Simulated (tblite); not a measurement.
Dimethylphosphine, C2H7P.
SMILES: `CPC`

Method: GFN2-xTB as coded in tblite; computed harmonic values from a numerical Hessian at the method's own geometry, unscaled. This tight-binding method is rough: wavenumbers can miss measured ones by several per cent, in bad cases by 10 to 20. Modes of hydrogen on phosphorus can be 10 to 20 % off.

Harmonic wavenumbers (cm⁻¹): 168.3, 190.3, 275.9, 703.6, 727.4, 750.9, 756.2, 828.4, 941.9, 976.2, 1003.7, 1322.0, 1322.2, 1442.0, 1451.9, 1454.7, 1462.6, 2239.5, 2995.3, 2999.5, 3004.0, 3008.2, 3023.0, 3024.8.

A = 15724, B = 7170, C = 5460 MHz; mass 62.029 u (most abundant isotopes); point group Cs, symmetry number 1.

What is the zero-point energy?

Half the sum of the wavenumbers: 18036 cm⁻¹ = 51.57 kcal/mol.

What is S at 298.15 K and 1 bar for an ideal gas of classical rigid rotors and harmonic oscillators?

Translation 38.32, rotation 23.77, vibration 7.92: S = 70.0 cal/(mol K).

And Cp and H(298.15 K) − H(0)?

Cp = 18.92 cal/(mol K), of which vibrations give 10.98 (their classical limit is 24 R = 47.7); H(298.15 K) − H(0) = 3.80 kcal/mol without the zero-point energy, 1.43 from vibrations.

How do the functions run with temperature in this model?

| T (K) | S (cal/(mol K)) | Cp (cal/(mol K)) | H − H(0) (kcal/mol) | G − H(0) (kcal/mol) | ln q(vib) |
| --- | --- | --- | --- | --- | --- |
| 50 | 48.1 | 8.6 | 0.40 | -2.00 | 0.01 |
| 100 | 54.8 | 10.9 | 0.89 | -4.58 | 0.18 |
| 373.15 | 74.6 | 22.4 | 5.35 | -22.50 | 2.20 |
| 500 | 81.9 | 27.6 | 8.53 | -32.44 | 3.33 |
| 750 | 94.6 | 35.2 | 16.43 | -54.55 | 5.67 |
| 1000 | 105.5 | 40.4 | 25.92 | -79.61 | 7.97 |

q(vib) and H(0) count from the zero-point level.

What must be added to the electronic energy to get the Gibbs energy at 298.15 K and 1 bar?

ZPE + [H(298.15 K) − H(0)] − T·S = 51.57 + 3.80 − 20.87 = 34.50 kcal/mol.

Which modes carry the vibrational entropy at 298.15 K?

168.3 cm⁻¹: 2.45; 190.3 cm⁻¹: 2.22; 275.9 cm⁻¹: 1.56; 703.6 cm⁻¹: 0.30; 727.4 cm⁻¹: 0.28; 750.9 cm⁻¹: 0.25 cal/(mol K); the other 18 give 0.85 together.

Hindered rotation and anharmonicity are outside this model.

Hardware: x86-64 server, one thread, no GPU, on a shared host. The figure is for the frequency step alone.
